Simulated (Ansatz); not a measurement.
A displaced shape of doublet NO:

```xyz
2

N     0.0248    0.0418   -0.6210
O     0.0365   -0.0319    0.5208
```

It was optimised with HF/def2-SVP in Ansatz (development build ahead of 0.2.0) to forces under 0.001 eV/Å, with unrestricted orbitals. Each step stands on the lowest determinant of that kind that the program's search found.

(1) What shape does it relax to, and how does the optimisation go?

## Answers

(1)

```xyz
2

N     0.0249    0.0409   -0.6075
O     0.0363   -0.0311    0.5073
```

Bond lengths: N1–O2 1.117 Å.

```json
{"step": "1", "E − E(start) (eV)": "0.0000", "largest force (eV/Å)": "3.3197"}
{"step": "2", "E − E(start) (eV)": "-0.0480", "largest force (eV/Å)": "0.1319"}
{"step": "3", "E − E(start) (eV)": "-0.0481", "largest force (eV/Å)": "0.0177"}
{"step": "4", "E − E(start) (eV)": "-0.0481", "largest force (eV/Å)": "0.0001"}
```

The optimisation ended after 4 steps with its threshold met.
